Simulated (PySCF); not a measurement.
# Where does methanol take a proton?

Parent: methanol, `CO` (CH4O). Atom numbers as in the mapped SMILES `[CH3:1][OH:2]`.

These are calculated values, ωB97X-D3(BJ)/def2-TZVP in PySCF (grid level 2) at geometries from PBE0-D3(BJ)/def2-SVP. Zero-point and thermal terms (298.15 K, 1 bar) come from unscaled PBE0-D3(BJ)/def2-SVP harmonic frequencies, with soft modes damped to free rotors in the entropy.

```jsonl
{"site": "O2 (hydroxyl oxygen)", "product": "C[OH2+]", "PA / kJ/mol": "762", "GB / kJ/mol": "731"}
```

PA is −ΔH and GB is −ΔG of B + H⁺ → BH⁺ in the gas phase. Sites whose products fell apart, merged with another or lost in a GFN2-xTB screen aren't listed.

In diethyl ether the product from O2 is solvated 231 kJ/mol more strongly than the parent (electrostatics only).

Measured values (NIST Chemistry WebBook, evaluated or the median of agreeing entries): proton affinity (−ΔH) 754 kJ/mol (computed 762, difference 7); gas-phase basicity (−ΔG) 725 kJ/mol (computed 731, difference 7).

Differences come from unrounded values, so a last digit can differ from that of the printed terms.
